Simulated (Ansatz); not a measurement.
**AsH₄⁻, triplet: reading a ladder of total energies**

Geometry: a PBE0/def2-TZVPD stationary point for this spin, not checked as a minimum. The singlet lies 0.3 eV lower here.

```xyz
5

As    0.0000    0.0000    0.0000
H     0.2704    0.9808    1.3228
H    -0.9575   -1.0699    0.8505
H     0.1570    1.2484   -1.0963
H     0.5302   -1.1593   -1.0770
```

Basis aug-cc-pVTZ; Ansatz 0.2.0. Correlated methods freeze the noble-gas cores and the filled d shells of p-block atoms, which leaves 10 electrons in 137 orbitals. R marks a restricted (for open shells ROHF) determinant, U an unrestricted one. No spin–orbit coupling is included, and no scalar relativity.

Full CI isn't at hand for all of this; UCCSDT(Q) serves as the reference, and is uncertain by about the last step of the cluster series.

Runs differ by some tens of microhartree through their thresholds and, for an open shell, their frozen cores, so steps under 0.03 kcal/mol mean nothing.

```json
{"level": "UHF", "total energy (hartree)": "-2236.402915"}
{"level": "UMP2", "total energy (hartree)": "-2236.599209"}
{"level": "UCCSD", "total energy (hartree)": "-2236.630677"}
{"level": "UCCSD(T)", "total energy (hartree)": "-2236.640733"}
{"level": "UCCSDT", "total energy (hartree)": "-2236.642101"}
{"level": "UCCSDT(Q)", "total energy (hartree)": "-2236.642602"}
```

Q: What is the correlation energy at UCCSDT(Q), and what share of it do UMP2 and UCCSDT recover?

A: E(corr) = -2236.642602 − (-2236.402915) = -0.239687 hartree = -6.522 eV. UMP2: -0.196294 / -0.239687 = 81.90 %. UCCSDT: -0.239186 / -0.239687 = 99.79 %.

Q: By how many kcal/mol does UCCSD(T) miss UCCSDT(Q) (1 hartree = 627.509 kcal/mol), and which steps make up the rest?

A: -2236.640733 − (-2236.642602) = 0.001869 hartree = 1.17 kcal/mol. Steps: UCCSDT − UCCSD(T) = -0.86, UCCSDT(Q) − UCCSDT = -0.31 kcal/mol. Differences between like states or geometries often cancel part of this.
